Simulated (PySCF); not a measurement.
# Basis set benchmark on one molecule

Molecule: Isopropyl Isocyanide, C₄H₇N.

Cartesian coordinates in Å; atom numbers follow the order of the lines, from 1:
```xyz
12

C     0.149    2.723   -0.060
N     0.127    1.572    0.164
C     0.103    0.170    0.410
C     1.196   -0.519   -0.397
C    -1.285   -0.387    0.119
H     0.320    0.040    1.485
H     1.209   -1.595   -0.167
H     2.184   -0.099   -0.161
H     1.014   -0.395   -1.475
H    -1.318   -1.458    0.367
H    -1.532   -0.267   -0.947
H    -2.051    0.132    0.712
```

Geometry PBE0-D3(BJ)/def2-SVP throughout; GIAO in PySCF, gas phase, one conformer, non-relativistic; equivalent atoms averaged; functional PBE0.

Reference values (measured; solution, not stated per compound (mostly CDCl3 or CCl4); Pretsch, Buehlmann, Badertscher, Structure Determination of Organic Compounds, 4th ed. (2009)): δ(C3) = 45.5 ppm, δ(C4/C5) = 23.4 ppm, δ(H6) = 3.87 ppm, δ(H7/H8/H9/H10/H11/H12) = 1.45 ppm. Computed shifts are taken against TMS, calculated as an isolated molecule at each level.

Task: How do the basis sets STO-3G, 6-31G, pcSseg-0, 6-31G*, def2-SVP, cc-pVDZ, pcSseg-1, 6-311+G(2d,p), aug-cc-pVDZ, def2-TZVP, IGLO-III, cc-pVTZ, pcSseg-2 perform against the reference? Times are CPU seconds on shared hosts with different chips, so compare them loosely.

Result: 
```
    basis set  functions    C3  C4/C5    H6  H7/H8/H9/H10/H11/H12  mean abs. error C  mean abs. error H  core-s
       STO-3G         32  44.7   23.0  2.85                  1.43                0.6               0.52     2.1
        6-31G         59  43.4   24.9  3.90                  1.60                1.8               0.09       4
     pcSseg-0         59  44.2   27.4  3.68                  1.67                2.6               0.20     4.2
       6-31G*         84  42.3   23.6  3.59                  1.29                1.7               0.22     5.3
     def2-SVP        105  41.6   23.5  3.39                  1.22                2.0               0.35     6.6
      cc-pVDZ        105  45.3   25.0  3.53                  1.28                0.9               0.26     8.2
     pcSseg-1        120  44.1   25.7  3.44                  1.34                1.8               0.27     7.9
6-311+G(2d,p)        177  44.7   24.4  3.64                  1.25                0.9               0.21      15
  aug-cc-pVDZ        178  44.6   24.2  3.72                  1.34                0.8               0.13      17
    def2-TZVP        197  45.8   25.3  3.62                  1.24                1.1               0.23      18
     IGLO-III        245  46.5   25.6  3.67                  1.26                1.6               0.20      26
      cc-pVTZ        248  45.1   25.0  3.63                  1.26                1.0               0.22      29
     pcSseg-2        278  47.0   26.1  3.60                  1.25                2.1               0.23      46
```

For 13C the closest is STO-3G (0.6 ppm, with aug-cc-pVDZ practically level) and the furthest pcSseg-0 (2.6 ppm).

For 1H the closest is 6-31G (0.09 ppm) and the furthest STO-3G (0.52 ppm). Where a smaller basis beats a larger one, errors probably cancel; the largest sets show where the functional converges. One molecule is a small sample, and vibrational and solvent effects are absent from the calculation.

A small basis that lands close on one nucleus may do so by chance; judge by the trend and by all nuclei.
